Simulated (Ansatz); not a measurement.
Reaction (SMILES): [CH] (CH) → CH+ (singlet, bonded as [CH]) + e-
B3LYP-D3(BJ)/def2-TZVP geometries, fixed; electronic energies without zero-point terms.

Basis-set convergence of the adiabatic ionisation energy at PBE with Ansatz (a program for electronic structure). Cartesian d functions, on some or all atoms, in 6-31G*, 6-31+G*; all else is spherical. The program fits the integrals of some runs and decomposes those of others, by size. An unrestricted PBE determinant is markedly spin-contaminated. Open shells are unrestricted. No added dispersion term, no relativity. Functions are those of the species that has most. Reference: the value in aug-cc-pV5Z, 11.026 eV. Deviations are taken from unrounded values.

```
basis        functions  adiabatic ionisation energy (eV)
-----------  ---------  --------------------------------
6-31G*              17                            10.813
6-31+G*             21                            10.971
cc-pVDZ             19                            10.909
aug-cc-pVDZ         32                            11.015
def2-SVP            19                            11.013
def2-SVPD           28                            11.066
pcseg-1             19                            10.938
aug-pcseg-1         32                            10.994
6-311G**            24                            10.939
6-311+G**           28                            10.998
def2-TZVP           37                            11.008
def2-TZVPD          46                            11.016
cc-pVTZ             44                            10.992
aug-cc-pVTZ         69                            11.022
pcseg-2             44                            11.018
aug-pcseg-2         69                            11.030
def2-TZVPP          45                            11.012
def2-TZVPPD         54                            11.018
cc-pVQZ             85                            11.010
aug-cc-pVQZ        126                            11.025
def2-QZVPP          87                            11.018
def2-QZVPPD         96                            11.023
pcseg-3             93                            11.025
aug-pcseg-3        134                            11.027
cc-pV5Z            146                            11.022
aug-cc-pV5Z        207                            11.026
```

What the diffuse functions change, pair by pair:
- 6-31G* to 6-31+G*: 4 more functions, deviation -0.213 to -0.055 eV
- cc-pVDZ to aug-cc-pVDZ: 13 more functions, deviation -0.117 to -0.012 eV
- def2-SVP to def2-SVPD: 9 more functions, deviation -0.014 to 0.040 eV
- pcseg-1 to aug-pcseg-1: 13 more functions, deviation -0.088 to -0.033 eV
- 6-311G** to 6-311+G**: 4 more functions, deviation -0.087 to -0.029 eV
- def2-TZVP to def2-TZVPD: 9 more functions, deviation -0.018 to -0.010 eV
- cc-pVTZ to aug-cc-pVTZ: 25 more functions, deviation -0.035 to -0.005 eV
- pcseg-2 to aug-pcseg-2: 25 more functions, deviation -0.009 to 0.003 eV
- def2-TZVPP to def2-TZVPPD: 9 more functions, deviation -0.014 to -0.008 eV
- cc-pVQZ to aug-cc-pVQZ: 41 more functions, deviation -0.016 to -0.001 eV
- def2-QZVPP to def2-QZVPPD: 9 more functions, deviation -0.008 to -0.003 eV
- pcseg-3 to aug-pcseg-3: 41 more functions, deviation -0.001 to 0.001 eV
- cc-pV5Z to aug-cc-pV5Z: 61 more functions, deviation -0.004 to 0.000 eV

Leaving out the reference's own pair, they bring the value nearer the reference by more than 0.001 eV in 10 of 12 pairs.
